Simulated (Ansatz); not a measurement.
# SrSnPd3: from a trial structure to a relaxed crystal

Theory: DFT PBE, scalar-relativistic, plane waves, PAW in Ansatz. Cutoff 420 eV, Γ-centred k mesh, Gaussian smearing, no spin polarisation in the final step.

SrSnPd3 was placed on the tetragonal perovskite structure type (P4mm, No. 99), with Sr in place of Ba, Sn in place of Ti, Pd in place of O, at a guessed volume.

```
CELL_PARAMETERS angstrom
4.41022 0.00000 0.00000
0.00000 4.41022 0.00000
0.00000 0.00000 4.46549
ATOMIC_POSITIONS crystal
Sr 0.00000 0.00000 0.00000
Sn 0.50000 0.50000 0.51500
Pd 0.50000 0.50000 0.97500
Pd 0.00000 0.50000 0.48500
Pd 0.50000 0.00000 0.48500
```

Steps on the 4×4×4 mesh (5 atoms). 11 of 19 steps are shown, and the free energy counts from the last. Trial steps that were taken back and renewals of the plane-wave basis can be among the rows.

```
step  ΔF (meV/atom) V (Å³/atom) P (GPa) largest force component (eV/Å)
   1         1663.8        17.37    68.15                          10.668
   3          468.3        22.36    12.11                           1.315
   4          367.3        24.22     2.69                           1.070
   6          179.2        25.21    -5.55                           0.655
   8          172.5        21.02    11.14                           2.112
   9           85.6        23.17    -1.62                           0.442
  11           59.9        22.05     0.43                           0.057
  14           17.1        22.08     1.11                           0.107
  16            1.1        21.81     0.49                           0.107
  17            0.6        22.06    -0.26                           0.057
  19            0.0        22.02     0.06                           0.013
```

A final relaxation ran on a 10×10×6 mesh. The relaxed crystal, P4mm (No. 99):

```
Sr Sn Pd
1.0
     4.33274    0.00000    0.00000
     0.00000    4.33274    0.00000
     0.00000    0.00000    5.87853
Sr Sn Pd
1 1 3
Direct
  0.00000 0.00000 0.95934
  0.50000 0.50000 0.64349
  0.50000 0.50000 0.08605
  0.00000 0.50000 0.38556
  0.50000 0.00000 0.38556
```

```json
{"Volume per atom": "22.07 Å³", "Density": "7.91 g/cm³", "Energy over the elements": "-0.60 eV/atom", "Gap on the 10×10×6 mesh": "0 eV (a metal)"}
```

Energies over the elements count from the elements' standard structures at the same level, with no empirical corrections.

The final run used a 10×10×6 mesh on its 5-atom cell and 0.10 eV smearing. The k mesh leaves about 4 meV/atom of noise in metals.

A structure relaxed within its symmetry needn't be a true minimum.

Cost: 3 runs of about 6.7 core-minutes in all, on Arm Neoverse V2 (shared hosts).